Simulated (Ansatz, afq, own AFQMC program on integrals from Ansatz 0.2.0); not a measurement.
Two steps: Ansatz 0.2.0 writes the Fock matrix and Cholesky factors of the valence space, and afq projects on them the lowest state that overlaps trial and start.

```yaml
crystal:
  periodic: [false, false, false]
  atoms:
    - {symbol: N, position_ang: [0.000000, 0.000000, 0.744837]}
    - {symbol: O, position_ang: [0.000000, 0.000000, -0.810163]}
    - {symbol: H, position_ang: [0.000000, 0.876220, 1.254742]}
    - {symbol: H, position_ang: [0.000000, -0.876220, 1.254742]}
basis:
  gaussian: {orbitals: cc-pVDZ}
magnetization: {spin_polarized: true, initial_magnetization: 1}
correlation: {method: ccsd_t, electrons: outside_noble_gas, hamiltonian_folder: ham}
```

```sh
$ ansatz run in.yaml --threads 1 --pin off --events-out ev --progress --plain --max-ram 1382MiB
```

Options of the walk:

```
--method phaseless --trial cisd --walkers 60 --populations 1 --least-time 40 --time-step 0.005 --steps-per-block 50 --equilibration-blocks 28 --max-blocks 300 --target-error 0.00043 --factor-cut 1e-05 --start spin_pure --seed 7016 --release-times 0.24,0.51,0.99,1.62,2.4 --release-step 0.03 --release-every 4 --taylor-order 6
```

Times are imaginary, in 1/Eh. The walk had a cap of 1343 s.

Log:

```
orbitals 36  electrons 7 6  factors 269 of 354
reference energy -130.34795404 Eh
CCSD correlation -0.36155184 Eh in 14 cycles, weight of the determinant in the CISD state 0.8162
energy of the start -130.707025 Eh
 block  time / (1/Eh)  mean weight  energy / Eh
     1     0.250  1.0023  -130.705296
     2     0.500  1.0021  -130.708222
     3     0.750  1.0007  -130.725018
     4     1.000  0.9973  -130.722166
     5     1.250  1.0025  -130.716251
     7     1.750  0.9986  -130.722192
     9     2.250  0.9959  -130.721716
    17     4.250  1.0019  -130.721768
    33     8.250  1.0025  -130.721459
    49    12.250  1.0002  -130.712241
    65    16.250  0.9985  -130.738028
    81    20.250  0.9966  -130.722629
    97    24.250  1.0019  -130.737960
   113    28.250  1.0035  -130.721075
   129    32.250  0.9997  -130.722671
   145    36.250  1.0003  -130.725580
   161    40.250  0.9975  -130.714804
   169    42.250  0.9934  -130.774483
   177    44.250  0.9989  -130.720049
   193    48.250  1.0017  -130.734112
   209    52.250  1.0005  -130.740749
   225    56.250  0.9986  -130.725606
   241    60.250  0.9999  -130.729470
   257    64.250  1.0047  -130.724318
   273    68.250  0.9977  -130.719382
   281    70.250  1.0020  -130.704775
   289    72.250  0.9990  -130.730895
   305    76.250  1.0011  -130.755260
   321    80.250  0.9966  -130.728222
blocks merged  error / Eh  count
     1  0.000624  300
     2  0.000725  150
     4  0.000815  75
     8  0.000934  37
    16  0.000882  18
    32  0.001128  9
released: time / (1/Eh)  energy / Eh  error  mean overlap
  0.24  -130.723603  0.001113  0.9935
  0.51  -130.722395  0.000921  0.9947
  0.99  -130.723609  0.001067  0.9931
  1.62  -130.724770  0.001780  0.9897
  2.40  -130.724852  0.002141  0.9484
energy -130.724257 +/- 0.000934 Eh
(rows thinned)
```

The run passed its tests (sampling time, drift between the halves within three errors, error under three times the target), which doesn't prove that it has relaxed.

Against this walk (error 25.4 meV) on the same determinant: CCSD(T) 103.4 meV higher. The error is statistical and leaves out the bias of the constraint. None of these is a sure reference here. Released to 1.62 1/Eh the energy moves by -14 ± 55 meV (both errors), within twice the noise.

Cautions: constraint bias not in the error; error above the target (25.4 against 11.7 meV); higher spins were not checked; strong correlation (T1 0.056, weight of the determinant 0.82, largest double 0.09); the bias of populations of 60 walkers isn't removed.

The walk took 5.4 min on 1 thread of AMD EPYC 9R14 (Zen 4) (shared host). The log's last line is the phaseless energy.

A walk keeps the symmetry of its determinant, which the program's search chose and which needn't be the lowest solution, so a lower state of the same spin and another symmetry isn't excluded.
